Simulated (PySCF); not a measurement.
# BF (SMILES [B]F): revPBE/def2-TZVPPD

What is the energy change on altering one bond length of BF at revPBE/def2-TZVPPD? Input form: a Python script.

Program for the calculation: PySCF 2.14.0.

5 further runs of the same task are left out: 5 set aside as unsound or not needed.

## 1. Starting point

BF: 2 atoms, total charge 0, spin state singlet. As SMILES, `[B]F`. Geometry: relaxed at GFN2-xTB.

Bond lengths: B1–F2 1.244 Å.

## 2. A single-point energy at revPBE/def2-TZVPPD

File calc.py:

```python
from pyscf import gto, dft

mol = gto.M(
    atom='''
B      0.000000     0.000000     0.000000
F      0.000000     0.000000     2.351556
''',
    basis='def2-tzvppd',
    spin=0,
    max_memory=1860,
    unit='bohr',
    charge=0,
    verbose=3,
)

mf = dft.RKS(mol, xc='revpbe')
mf.conv_tol = 1e-10
mf.grids.level = 5
mf.kernel()
if not mf.converged:
    mf = mf.newton().run(mf.mo_coeff, mf.mo_occ)

energy = mf.e_tot
print('E = %.10f Eh' % energy)
```

Launch:

```
$ OMP_NUM_THREADS=1 python calc.py
```

Standard output:

```text
converged SCF energy = -124.673078449316
E = -124.6730784493 Eh
```

Wall time 3.9 s (1 thread of Arm Neoverse V2, shared host); peak memory 0.35 GiB.

## 3. The distorted shape

File input.py:

```python
from pyscf import gto, dft

mol = gto.M(
    atom='''
B    0.000000   0.000000  -0.186610
F    0.000000   0.000000   1.244390
''',
    max_memory=1860,
    basis='def2-tzvppd',
    verbose=4,
    spin=0,
    charge=0,
)

calc0 = dft.RKS(mol)
calc0.xc = 'revpbe'
calc0.conv_tol = 1e-10
calc0.grids.level = 5
calc0.kernel()
if not calc0.converged:
    calc0 = calc0.newton().run(calc0.mo_coeff, calc0.mo_occ)

energy = calc0.e_tot
print('E = %.10f Eh' % energy)
```

Launch:

```
$ OMP_NUM_THREADS=1 python input.py
```

Standard output:

```text
PySCF version 2.14.0

[INPUT] num. atoms = 2
[INPUT] num. electrons = 14
[INPUT] charge = 0
[INPUT] spin (= nelec alpha-beta = 2S) = 0
[INPUT] symmetry False subgroup None
[INPUT] Mole.unit = angstrom
[INPUT] Symbol           X                Y                Z      unit          X                Y                Z       unit  Magmom
[INPUT]  1 B      0.000000000000   0.000000000000  -0.186610000000 AA    0.000000000000   0.000000000000  -0.352641792105 Bohr   0.0
[INPUT]  2 F      0.000000000000   0.000000000000   1.244390000000 AA    0.000000000000   0.000000000000   2.351556292148 Bohr   0.0

nuclear repulsion = 16.6407927962264
number of shells = 27
number of NR pGTOs = 107
number of NR cGTOs = 77
basis = def2-tzvppd
ecp = {}

******** <class 'pyscf.dft.rks.RKS'> ********
method = RKS
initial guess = minao
damping factor = 0
level_shift factor = 0
DIIS = <class 'pyscf.scf.diis.CDIIS'>
diis_start_cycle = 1
diis_space = 8
diis_damp = 0
SCF conv_tol = 1e-10
SCF conv_tol_grad = None
SCF max_cycles = 50
direct_scf = True
direct_scf_tol = 1e-13
XC library pyscf.dft.libxc version 7.0.0
    S. Lehtola, C. Steigemann, M. J.T. Oliveira, and M. A.L. Marques.,  SoftwareX 7, 1–5 (2018)
XC functionals = revpbe
    Y. Zhang and W. Yang.,  Phys. Rev. Lett. 80, 890 (1998)
    J. P. Perdew, K. Burke, and M. Ernzerhof.,  Phys. Rev. Lett. 77, 3865 (1996)
    J. P. Perdew, K. Burke, and M. Ernzerhof.,  Phys. Rev. Lett. 78, 1396 (1997)
radial grids:
    Treutler-Ahlrichs [JCP 102, 346 (1995); DOI:10.1063/1.469408] (M4) radial grids

becke partition: Becke, JCP 88, 2547 (1988); DOI:10.1063/1.454033
pruning grids: <function nwchem_prune>
grids dens level: 5
symmetrized grids: False
atomic radii adjust function: <function treutler_atomic_radii_adjust>
small_rho_cutoff = 0
Set gradient conv threshold to 1e-05
Initial guess from minao.
tot grids = 87040
init E= -124.636739861245
  HOMO = -0.257160887321714  LUMO = -0.0852404094576563  gap/eV = 4.67819
cycle= 1 E= -124.6216113233  delta_E= 0.0151  |g|= 0.481  |ddm|= 0.879
  HOMO = -0.273758869260547  LUMO = -0.104156963272844  gap/eV = 4.61510
cycle= 2 E= -124.156735016014  delta_E= 0.465  |g|= 1.73  |ddm|= 0.831
  HOMO = -0.263406882401419  LUMO = -0.102270839783841  gap/eV = 4.38474
cycle= 3 E= -124.660972599789  delta_E= -0.504  |g|= 0.0332  |ddm|= 0.65
  HOMO = -0.269898734016824  LUMO = -0.103806725278771  gap/eV = 4.51959
cycle= 4 E= -124.661159069286  delta_E= -0.000186  |g|= 0.03  |ddm|= 0.0572
  HOMO = -0.267245134680071  LUMO = -0.102398665522365  gap/eV = 4.48570
cycle= 5 E= -124.661352974147  delta_E= -0.000194  |g|= 0.00474  |ddm|= 0.016
  HOMO = -0.267156184482353  LUMO = -0.102315890414136  gap/eV = 4.48553
cycle= 6 E= -124.661357159642  delta_E= -4.19e-06  |g|= 0.000162  |ddm|= 0.00225
  HOMO = -0.267207254627305  LUMO = -0.10234379164579  gap/eV = 4.48616
cycle= 7 E= -124.661357167797  delta_E= -8.16e-09  |g|= 2.91e-05  |ddm|= 0.000257
  HOMO = -0.267193988769254  LUMO = -0.10233233068228  gap/eV = 4.48611
cycle= 8 E= -124.66135716809  delta_E= -2.93e-10  |g|= 5.57e-06  |ddm|= 4.96e-05
  HOMO = -0.267195244707029  LUMO = -0.102333760101689  gap/eV = 4.48611
cycle= 9 E= -124.661357168098  delta_E= -7.59e-12  |g|= 8.05e-07  |ddm|= 6.37e-06
  HOMO = -0.267195216909695  LUMO = -0.102333718610285  gap/eV = 4.48611
Extra cycle  E= -124.661357168097  delta_E= 5.12e-13  |g|= 2.08e-06  |ddm|= 1.67e-06
converged SCF energy = -124.661357168097
E = -124.6613571681 Eh
```

Run time: 4.2 s. Hardware: 1 thread of Arm Neoverse V2, shared host; peak memory 0.35 GiB.

## 4. What came out

At revPBE/def2-TZVPPD:

```
                                                         quantity          value
                                        first shape: total energy  -124.67308 Eh
                                       first shape: dipole moment         1.17 D
                                         first shape: HOMO energy       -6.70 eV
                                         first shape: LUMO energy       -1.95 eV
                                       first shape: HOMO–LUMO gap        4.75 eV
                                    distorted shape: total energy  -124.66136 Eh
                                   distorted shape: dipole moment         0.20 D
                                     distorted shape: HOMO energy       -7.27 eV
                                     distorted shape: LUMO energy       -2.78 eV
                                   distorted shape: HOMO–LUMO gap        4.49 eV
energy change with the B1–F2 bond stretched from 1.244 to 1.431 Å       0.319 eV
```

What this shows: With the B1–F2 bond stretched from 1.244 to 1.431 Å the energy rises by 0.32 eV (30.8 kJ/mol). The first shape isn't relaxed at this level, so the change isn't measured from a minimum.
